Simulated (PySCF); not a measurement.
# ethoxy: adiabatic energies of losing or gaining an electron at several levels

Structure: `CC[O]` (C2H5O•). The parent is a doublet.

All levels share the PBE0-D3(BJ)/ma-def2-SVP structures and the PBE0-D3(BJ)/ma-def2-SVP thermal terms; only the single-point energies (PySCF) change. Values are adiabatic energies of losing or gaining an electron (0 K, eV).

```jsonl
{"level": "PBE0-D3(BJ)/6-31G", "electron affinity to the singlet anion": "0.61", "abs. error": "1.11", "time": "11 s"}
{"level": "PBE0-D3(BJ)/6-31G*", "electron affinity to the singlet anion": "0.65", "abs. error": "1.06", "time": "14 s"}
{"level": "PBE0-D3(BJ)/def2-SV(P)", "electron affinity to the singlet anion": "0.84", "abs. error": "0.87", "time": "13 s"}
{"level": "PBE0-D3(BJ)/ma-def2-TZVP", "electron affinity to the singlet anion": "1.46", "abs. error": "0.25", "time": "–"}
{"level": "CAM-B3LYP-D3(BJ)/ma-def2-TZVP", "electron affinity to the singlet anion": "1.57", "abs. error": "0.14", "time": "53 s"}
{"level": "ATcT 1.112", "electron affinity to the singlet anion": "1.71", "abs. error": "", "time": ""}
```

Times are wall times for all single points of a level on 1 thread of Arm Neoverse V1, a shared host; the dash marks the run that also made the structures.

The spread: 0.96 eV, from 0.61 to 1.57.

Bases without diffuse functions serve anions poorly.
